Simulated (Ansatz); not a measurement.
# SiH₄O (triplet): wave-function methods side by side at distance Si1–H5 along a hydrogen transfer = 1.744 Å, cc-pVDZ

An exercise on one series of results from a longer session: the logs are not shown, and one member is left open.

Computed with Ansatz 0.2.0, Gaussian basis. Level: cc-pVDZ, core rule «outside noble gas», up to 6 orbitals frozen.

Plan: UHF; CCSD(T) on ROHF; CCSD(T) on UHF; BCCD(T) on ROHF; CISD; CCSDT(Q) on ROHF; CCSDT(Q) on UHF; CASSCF and MRCISD+Q, 4 electrons in 4 orbitals; CASSCF and NEVPT2, 4 electrons in 4 orbitals.

10 further runs of the same task are left out: 1 for a mislabelled method, 9 that didn't finish.

## The geometry

The geometry derives from fragments relaxed apart (PBE0/def2-TZVP) and kept rigid, so it is no stationary point. A hydrogen atom is moved between rigid fragments.

6 atoms, charge 0, spin multiplicity 3.

Atoms are counted from 1 here; the program's logs count them from 0.

Bond lengths: Si1–H2 1.485 Å, Si1–H3 1.485 Å, Si1–H4 1.485 Å, H5–O6 1.094 Å. Angles: H2–Si1–H3 109.5°, H2–Si1–H4 109.5°, H3–Si1–H4 109.5°.

The first run:

File in.yaml:

```yaml
crystal:
  periodic: [false, false, false]
  atoms:
    - {symbol: Si, position_ang: [-0.949105, 0.000000, 0.000000]}
    - {symbol: H, position_ang: [-1.443976, 1.399708, 0.000000]}
    - {symbol: H, position_ang: [-1.443976, -0.699854, 1.212183]}
    - {symbol: H, position_ang: [-1.443976, -0.699854, -1.212183]}
    - {symbol: H, position_ang: [0.794895, 0.000000, 0.000000]}
    - {symbol: O, position_ang: [1.888895, 0.000000, 0.000000]}
basis:
  gaussian: {orbitals: cc-pVDZ}
magnetization: {spin_polarized: true, initial_magnetization: 2}
hamiltonian: {xc: hf}
output: {orbitals: {seedname: orbitals}}
```

Run with:

```sh
$ ansatz run in.yaml --threads 1 --pin off --events-out ev --progress --plain --max-ram 2393MiB
```

Among the steps run: UHF; CCSD(T) on ROHF; CCSD(T) on UHF; BCCD(T) on ROHF; CISD; CCSDT(Q) on ROHF; CCSDT(Q) on UHF; CASSCF and MRCISD+Q, 4 electrons in 4 orbitals; CASSCF and NEVPT2, 4 electrons in 4 orbitals.

One of the session's tables, all rows but one given; the rest of the session is left out.

| method | from UCCSDT(Q) (meV) |
| --- | --- |
| ROHF | +8512.1 |
| UHF | +8196.2 |
| RMP2 | +1279.8 |
| UMP2 | +1348.2 |
| CISD | ? |
| RCCSD | +188.2 |
| UCCSD | +180.7 |
| RCCSD(T) | +38.3 |
| UCCSD(T) | +37.8 |
| BCCD(T) | +38.1 |
| RCCSDT | +12.3 |
| UCCSDT | +10.9 |
| RCCSDT(Q) | +1.3 |
| UCCSDT(Q) | 0 |
| CASSCF pair | +7728.7 |
| NEVPT2 pair | +1280.8 |
| MRCISD pair | +751.4 |
| MRCISD+Q pair | +84.3 |

**Question.** Estimate the row for CISD.

The run gave: from UCCSDT(Q) (meV): +870.8. In the column «from UCCSDT(Q) (meV)» it lies between MRCISD pair (+751.4) and RMP2 (+1279.8).

Caveats from the session: Restricted and unrestricted rows rest on different reference determinants; where their highest levels disagree by more than a few hundredths of an eV, they describe different states and don't form one ladder.
